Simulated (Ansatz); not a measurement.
Diamond-structure Ge, relaxed in Ansatz (plane waves) with several semilocal functionals. Each gives its own volume and its own bulk modulus:

```csv
level,V0 (Å³/atom),bulk modulus (GPa),ln V0,ln B0
LDA,22.204,71.30,3.1003,4.2669
r²SCAN,22.840,70.83,3.1285,4.2603
PBE-D4,23.082,64.62,3.1391,4.1685
PBE-D3(BJ),23.143,62.79,3.1417,4.1398
PBE,23.901,58.95,3.1739,4.0767
rVV10,24.419,54.74,3.1954,4.0026
```

### Question
Fit a straight line to ln B0 against ln V0. What does it predict for PBEsol, whose volume is 22.849 Å³/atom?

### Answer
With x = ln V0 and y = ln B0: means 3.14648 and 4.15247; Σ(Δx Δy) = -0.01669, Σ(Δx²) = 0.005678, so the slope is -2.94. At x = 3.1289 the line gives y = 4.15247 + (-2.94) × (3.1289 − 3.14648) = 4.2042, or 66.97 GPa. The run with PBEsol gives 66.87 GPa, -0.1 % from the line. The rows used scatter about it by up to 5.7 %, while the largest value lies 30 % above the smallest.

Measured: 77.3 GPa (measured, low-temperature value with the zero-point effect removed, our sources range from 77.3 to 79.4; as tabulated in Tanner et al. (2021), arXiv:2110.11888).

Ansatz's density-functional and Hartree–Fock values are scalar-relativistic unless marked +SOC, with PAW data made under PBE.

Ansatz is a program for electronic structure.
